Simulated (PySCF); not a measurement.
**Where the electron goes**

1,3-dithiane, C₄H₈S₂.
Geometry (GFN2-xTB, Å), atoms numbered from 1 in this order:
```
atom  x, y, z in Å
C1    -1.255    0.072   -0.218
C2    -0.576   -1.253    0.095
S3     0.952   -1.498   -0.871
C4     1.864   -0.067   -0.236
S5     1.087    1.518   -0.648
C6    -0.462    1.272    0.282
H7    -2.237    0.081    0.265
H8    -1.403    0.159   -1.296
H9    -0.318   -1.326    1.154
H10   -1.218   -2.091   -0.174
H11    2.845   -0.077   -0.702
H12    1.951   -0.150    0.848
H13   -1.025    2.194    0.142
H14   -0.205    1.165    1.338
```

Method used: TDDFT CAM-B3LYP/def2-SVPD, vertical, gas phase, core orbitals frozen in the response (PySCF).

Kohn–Sham orbitals with the atoms that hold most of them (Löwdin shares over 4%, at most four atoms; ? is withheld):

| orbital | ε (eV) | atoms |
| --- | --- | --- |
| HOMO-3 | -10.18 | S3 23%, S5 18%, C1 12%, C2 11% |
| HOMO-2 | -10.17 | S5 33%, S3 28%, C4 14%, C6 9% |
| HOMO-1 | -8.11 | S3 34%, S5 34%, C4 13%, C2 4% |
| HOMO | ? | ? |
| LUMO | 1.01 | ? |
| LUMO+1 | 1.23 | S5 17%, S3 17%, C1 8%, H7 7% |
| LUMO+2 | 1.43 | S3 36%, S5 36%, H11 4%, C4 4% |

Which atoms hold the LUMO, and with what shares?

S3 (bonded to 2 C) 36%; S5 (bonded to 2 C) 36%; C4 (bonded to 2 S and 2 H) 6%; H11 (bonded to C) 4%. By element: sulfur 72%, carbon 6% or more, hydrogen 4% or more.

Give the leading atoms of the HOMO.

S5 (bonded to 2 C) 40%; S3 (bonded to 2 C) 40%; C6 (bonded to C, S and 2 H) 5%; C2 (bonded to C, S and 2 H) 5%. By element: sulfur 80%, carbon 9% or more.

What is the HOMO energy, and the HOMO–LUMO gap?

ε(HOMO) = -7.53 eV; the gap is 8.54 eV (0.3139 hartree).

How does S1 compare with the orbital gap of 8.54 eV?

S1 is at 5.14 eV (f = 0.0049), 3.40 eV below the gap, made of HOMO→LUMO (75%). 

Next come S2 at 5.46 eV (f 0.0005), HOMO-1→LUMO (51%), HOMO→LUMO+3 (20%), HOMO→LUMO+4 (9%); S3 at 6.04 eV (f 0.051), HOMO→LUMO+1 (66%), HOMO→LUMO+2 (14%); S4 at 6.21 eV (f 0.0008), HOMO→LUMO+2 (68%), HOMO→LUMO+1 (18%); S5 at 6.26 eV (f 0.034), HOMO→LUMO+4 (36%), HOMO→LUMO+3 (23%), HOMO-1→LUMO+1 (22%).

Time: 41 s. Hardware: one thread, x86-64 server, no GPU, shared host.

One conformer stands for the species.
